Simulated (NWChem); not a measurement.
Species: ammonia (NH3); SMILES N

```xyz
4

N      0.0000     0.0000     0.1389
H      0.6618     0.6618    -0.2664
H      0.2422    -0.9040    -0.2664
H     -0.9040     0.2422    -0.2664
```
Atoms are numbered in this order, from 1.

All runs: NWChem. Pople sets run with spherical d functions. Coordinates come from a PBE0/def2-SVP optimisation. B3LYP is NWChem's, with the RPA form of VWN correlation. Vertical excitations in the gas phase; the lowest state need not have the same character in each row.

Question: Among these, which level gives the highest value of “lowest excitation, singlet (eV)”?
A. B3LYP/6-31+G*, full TDDFT
B. BHandHLYP/6-31+G*, full TDDFT
C. LRC-wPBEh/6-31+G*, full TDDFT
D. PBE/6-31+G*, full TDDFT

Answer: B, BHandHLYP/6-31+G*, full TDDFT. Values: PBE/6-31+G*, full TDDFT 6.35; B3LYP/6-31+G*, full TDDFT 6.65; LRC-wPBEh/6-31+G*, full TDDFT 6.93; BHandHLYP/6-31+G*, full TDDFT 7.21
